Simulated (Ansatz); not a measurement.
**SrPd5: computed properties**

Method: DFT r2SCAN, scalar-relativistic, plane waves, PAW (Ansatz 0.2.0).

Settings: cutoff 500 eV, Γ-centred mesh 9×9×8 on the computed 6-atom cell, Gaussian smearing of 0.10 eV; no spin polarisation.

The structure is relaxed at this level of theory with its symmetry kept. Whether it is the stable form of this composition wasn't checked.

```yaml
crystal:
  lattice:
    - [5.41024, 0.00000, 0.00000]
    - [-2.70512, 4.68540, 0.00000]
    - [0.00000, 0.00000, 4.39236]
  atoms:
    - { symbol: Sr, position: [0.00000, 0.00000, 0.00000] }
    - { symbol: Pd, position: [0.33333, 0.66667, 0.00000] }
    - { symbol: Pd, position: [0.66667, 0.33333, 0.00000] }
    - { symbol: Pd, position: [0.50000, 0.00000, 0.50000] }
    - { symbol: Pd, position: [0.50000, 0.50000, 0.50000] }
    - { symbol: Pd, position: [0.00000, 0.50000, 0.50000] }
```

| Property | Result |
| --- | --- |
| Space group | P6/mmm (No. 191) |
| Volume per atom | 18.56 Å³ |
| Formation energy from the elements' standard states (uncorrected) | -0.383 eV/atom |
| Generalised Kohn–Sham band gap | none (metal) |
| Density of states at the Fermi level | 5.63 states/eV per cell |
| Löwdin character within 0.5 eV of the Fermi level | Pd 4d 80 %, unprojected 17 % |
| Bulk modulus | 119 GPa |
| Its pressure derivative | 5.3 |
| Bader charges (e) | Sr (1 in the cell) 1.44, Pd (2 in the cell) -0.30, Pd (3 in the cell) -0.28 |

Cost: 6 runs of about 18 core-minutes in all, on Arm Neoverse V2 (shared hosts).